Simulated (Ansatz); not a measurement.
**Litharge PbO**

All values below come from LDA (PAW; Ansatz, a program for electronic structure).

Run with plane-wave cutoff 520 eV, 10×10×8 k mesh (along the axes of the cell as run), perturbation theory, scalar-relativistic PAW data made under PBE.

Cell (measured lattice):

PbO is modelled in the tetragonal space group P4/nmm, origin choice 1 (No. 129), Pearson symbol tP4. Conventional cell: a = b = 3.9750 Å, c = 5.0230 Å, α = β = γ = 90.00°. Pb on 2c is coordinated by 4 O at 2.306 Å. O on 2a has 4 Pb at 2.306 Å (tetrahedral). (Neighbours: up to the widest gap in distance over summed covalent radii, below 1.35, at either atom; cation-cation and far metal-metal contacts left out.)

For litharge PbO, the electronic dielectric constant ε∞ (mean over three axes) is 6.49 and the dielectric constant ε0 (ions relaxed) (mean over three axes) is 15.7.

Note: the cell isn't this level's own, so it is under some stress, which shifts stiffness and frequencies.

Spin–orbit coupling is not included; it can shift volumes and moduli of such heavy elements.

The result took roughly 22 core-minutes.
